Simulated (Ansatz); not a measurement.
# CHN (singlet): from Hartree-Fock to the top rungs at distance C2–H3 = 1.448 Å, 6-31G

Aim: climb from Hartree-Fock through coupled cluster and multireference methods for CHN (singlet) at one geometry and basis, and see what each rung misses.

Computed with Ansatz 0.2.0, Gaussian basis. Level: 6-31G, core rule «outside noble gas», up to 2 orbitals frozen.

Plan: UHF; CCSD(T) on RHF; BCCD(T) on RHF; CISD; CCSDT(Q) on RHF; CCSDTQ on RHF; CASSCF and MRCISD+Q, 2 electrons in 2 orbitals; CASSCF and NEVPT2, 2 electrons in 2 orbitals; CASSCF and MRCISD+Q, 10 electrons in 9 orbitals; CASSCF and NEVPT2, 10 electrons in 9 orbitals; Full CI.

16 further runs of the same task are left out: 13 that didn't finish, 3 set aside as unsound or not needed.

### Step 1. What is computed

The geometry derives from a PBE0/def2-TZVP stationary point (not a proven minimum). One bond is set to the value named and the two fragments are kept rigid.

3 atoms, charge 0, spin multiplicity 1.

Atoms are counted from 1 here; the program's logs count them from 0.

Bond lengths: N1–C2 1.146 Å.

### Step 2. UHF

The input, in.yaml:

```yaml
crystal:
  periodic: [false, false, false]
  atoms:
    - {symbol: N, position_ang: [0.000000, 0.000000, -1.246404]}
    - {symbol: C, position_ang: [0.000000, 0.000000, -0.100798]}
    - {symbol: H, position_ang: [0.000000, 0.000000, 1.347202]}
basis:
  gaussian: {orbitals: 6-31G}
magnetization: {spin_polarized: true, initial_magnetization: 0}
hamiltonian: {xc: hf}
output: {orbitals: {seedname: orbitals}}
```

Command:

```
> ansatz run in.yaml --threads 1 --pin off --events-out ev --progress --plain --max-ram 2393MiB
```

After this run come: CCSD(T) on RHF; BCCD(T) on RHF; CISD; CCSDT(Q) on RHF; CCSDTQ on RHF; CASSCF and MRCISD+Q, 2 electrons in 2 orbitals; CASSCF and NEVPT2, 2 electrons in 2 orbitals; CASSCF and MRCISD+Q, 10 electrons in 9 orbitals; CASSCF and NEVPT2, 10 electrons in 9 orbitals; Full CI.

Q: Predict the results of all the runs planned. Wanted: FCI below the RHF energy; RMP2 from FCI; RCCSD from FCI; RCCSD(T) from FCI; RCCSDT(Q) from FCI; NEVPT2 pair from FCI; MRCISD+Q pair from FCI; NEVPT2 valence from FCI; T1 diagnostic.

**Answer**, as computed:

```
                         quantity                                                            value
         FCI below the RHF energy                                                       -6.3910 eV
                    RMP2 from FCI                                                     +39.7 kJ/mol
                   RCCSD from FCI                                                     +24.3 kJ/mol
                RCCSD(T) from FCI                                                      +3.8 kJ/mol
               RCCSDT(Q) from FCI                                                      -0.1 kJ/mol
             NEVPT2 pair from FCI                                                     +47.7 kJ/mol
           MRCISD+Q pair from FCI                                                     +13.0 kJ/mol
          NEVPT2 valence from FCI                                                     +38.5 kJ/mol
levels within 1 kcal/mol (43 meV)  RCCSD(T), BCCD(T), RCCSDT, RCCSDT(Q), RCCSDTQ, MRCISD+Q valence
                    T1 diagnostic                                                            0.017
   effectively unpaired electrons                                                             0.13
```

**Reading.** RCCSD(T) misses by +3.8 kJ/mol, 0.6 % of the correlation energy. One determinant dominates. Of the multireference levels listed MRCISD+Q valence comes nearest in total energy (+1.5 kJ/mol), which doesn't show that its space is the better one. These misses are within one basis, not against nature.
